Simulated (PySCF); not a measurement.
**How far each method lies from RCCSDT for [AlH$_{2}$···H···H], doublet**

All five atoms lie in one plane.

Geometry: a point of a hydrogen-transfer path between rigid fragments, not a stationary point.

```xyz
5

Al   -0.1079    0.0000    0.0000
H    -0.9009    1.3734    0.0000
H    -0.9009   -1.3734    0.0000
H     1.7751    0.0000    0.0000
H     2.9161    0.0000    0.0000
```

Basis cc-pVDZ; PySCF 2.14.0. Only valence electrons are correlated (noble-gas cores frozen), which leaves 7 electrons in 33 orbitals. Prefix R: restricted or restricted open-shell reference; prefix U: unrestricted.

Full CI isn't at hand for all of this; RCCSDT serves as the reference. It lacks quadruple excitations. The frozen core follows each run's orbitals, which can shift R against U totals by a few meV.

* UHF ⟨S²⟩: 0.794
* T1 diagnostic (ROHF- or RHF-based CCSD): 0.0335
* largest doubles amplitude (ROHF- or RHF-based CCSD): 0.048
* T1 diagnostic (UCCSD): 0.0212

| level | E − E(RCCSDT) (kJ/mol) | share of correlation (%) | wall time |
| --- | --- | --- | --- |
| RHF | 326.6 | 0.00 | – |
| UHF | 304.1 | 6.89 | – |
| RMP2 | 83.8 | 74.35 | – |
| UMP2 | 83.9 | 74.32 | – |
| RCCSD | 6.4 | 98.03 | – |
| UCCSD | 6.1 | 98.14 | – |
| RCCSD(T) | 1.7 | 99.49 | 1.6 s |
| UCCSD(T) | 1.7 | 99.48 | 1.4 s |
| UCCSDT | 0.0 | 100.01 | 62 s |

The correlation energy at RCCSDT, counted from RHF, is -3.385 eV. That run took 57 s on 1 thread of Arm Neoverse N1, shared host.

Times are those of the correlated step on a shared host, with one SCF added for the restricted CCSD run; they ran on 1 thread of Arm Neoverse N1.
